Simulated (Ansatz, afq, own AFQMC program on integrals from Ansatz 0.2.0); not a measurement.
## NHO, singlet in cc-pVDZ, levels against CCSDT(Q)

```xyz
3

N     0.0000   -0.1121    0.4609
O     0.0000    0.0464   -0.4646
H     0.0000    0.8217    0.9695
```

Connectivity, by distances: NH–O.

Basis cc-pVDZ. Noble-gas cores (and the filled d shells of Ga–Kr and In–Xe) are frozen. AFQMC by an in-house program on the Cholesky factors that Ansatz 0.2.0 writes for its CCSD(T) run. The CISD trial takes its coefficients from CCSD amplitudes. Released means that phaseless walkers are propagated on without the constraint, phases kept. Free projection: walkers drawn from exp(T), propagated without any constraint. Its projection time is finite, and what remains of the start isn't in its error. ± is one standard error of the sampling.

Determinant: RHF, the one that the program's search chose, which needn't be the lowest solution. The geometry is a point of a scan.

No full CI on the walks' own integrals is used here; CCSDT(Q) serves as the reference and is uncertain by about the last step of the cluster series.

The T1 diagnostic is 0.0119. The weight of the determinant in the CISD state is 0.910. The size of the correlated space is 12 electrons in 31 orbitals.

| level | correlation energy (eV) |
| --- | --- |
| MP2 | -8.3883 |
| CCSD | -8.8543 |
| CCSD(T) | -9.0623 |

**Question.** Estimate where phaseless AFQMC with the Hartree–Fock trial lies against CCSD(T) on the same integrals.

**Answer.** 6.05 ± 2.31 mEh below CCSD(T).

Reference: CCSDT(Q), correlation energy -9.093 eV. The released energy is read at 2.40 1/Eh (meV from the phaseless value at times in 1/Eh: -10 ± 11 at 0.24, -5 ± 11 at 0.51, 3 ± 12 at 0.99, 8 ± 14 at 1.62, -4 ± 21 at 2.40).

```tsv
level	E − E(reference) (mEh)	share of correlation (%)
CCSD(T)	1.12	99.66
CCSDT	0.73	99.78
ph-AFQMC/HF	-4.93 ± 2.31	101.48
ph-AFQMC/CISD	-0.06 ± 0.42	100.02
released AFQMC	-0.20 ± 0.75	100.06
free AFQMC	0.49 ± 0.61	99.85
```

Free projections are given only where their last times agree within the noise and don't stop above the reference; a slow remainder of the start can still hide under it. A walk keeps the symmetry of its determinant, which the program's search chose and which needn't be the lowest solution, so a lower state of the same spin and another symmetry isn't excluded. Released energies are given only where the last usable release times agree within the noise; a slower fall can still hide under it.
